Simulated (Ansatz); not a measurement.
Input file:

```yaml
crystal:
  periodic: [false, false, false]
  atoms:
    - {symbol: In, position_ang: [0.000000, 0.017034, -0.038458]}
    - {symbol: H, position_ang: [0.000000, -1.726316, -0.276632]}
    - {symbol: H, position_ang: [0.384545, -0.107040, 2.328746]}
    - {symbol: H, position_ang: [-0.384545, -0.107040, 2.328746]}
basis:
  gaussian: {orbitals: def2-SVP}
magnetization: {spin_polarized: false}
correlation: {method: ccsdt_q, electrons: outside_noble_gas}
```

```sh
$ ansatz run in.yaml --threads 1 --pin off --events-out ev --progress --plain --max-ram 2393MiB
```

The program prints:

```
875 factors; integrals over basis functions are off by at most 2.3e-7 eV
mean field evaluation 1: about -5193.7453 eV, gradient 8.4e0 eV
mean field evaluation 2: about -5193.7500 eV, gradient 8.4e0 eV
mean field evaluation 4: about -5194.1887 eV, gradient 4.4e-1 eV
mean field evaluation 8: about -5194.1903 eV, gradient 6.9e-4 eV
mean field evaluation 16: about -5194.1903 eV, gradient 6.4e-6 eV
mean field -5194.19026926 eV, -190.8829716468 hartree, gradient 6.4e-6 eV, S^2 0.000000; 0 other end points of the search recorded, 0 dependent functions left out; unrestricted orbitals would lower it
9 core orbitals not correlated: weight in the atoms' cores, before any rotation towards them, 0.996 or more for the frozen orbitals, at most 0.002 for the correlated occupied ones
reference -5194.19026926 eV, -190.8829716468 hartree; 3, 3 occupied and 29, 29 virtual orbitals, 875 factors
second order -2.01626762 eV of doubles, -0.00000000 eV of singles
cycle   1  -2.49254937 eV  change   -4.8e-1 eV  update   6.6e-2
cycle   2  -2.75210059 eV  change   -2.6e-1 eV  update   2.9e-2
cycle   3  -2.75807061 eV  change   -6.0e-3 eV  update   7.0e-3
cycle   4  -2.75870195 eV  change   -6.3e-4 eV  update   2.1e-3
cycle   5  -2.75793463 eV  change    7.7e-4 eV  update   8.4e-4
cycle   6  -2.75768586 eV  change    2.5e-4 eV  update   3.7e-4
cycle   7  -2.75785781 eV  change   -1.7e-4 eV  update   1.7e-4
cycle   8  -2.75789707 eV  change   -3.9e-5 eV  update   5.6e-5
cycle   9  -2.75786783 eV  change    2.9e-5 eV  update   1.7e-5
cycle  10  -2.75786265 eV  change    5.2e-6 eV  update   7.0e-6
cycle  11  -2.75786193 eV  change    7.2e-7 eV  update   3.0e-6
cycle  12  -2.75786313 eV  change   -1.2e-6 eV  update   1.2e-6
cycle  13  -2.75786322 eV  change   -9.0e-8 eV  update   5.2e-7
perturbative correction -0.00086593 eV, -0.0000318224 hartree
Total energy: -5196.94899842 eV, -190.9843530732 hartree
```

For the same geometry and basis full CI lies 0.2 meV lower.

Ran on 1 thread of Arm Neoverse V2, shared host: 1.1 s wall, 0.11 GiB peak host memory.
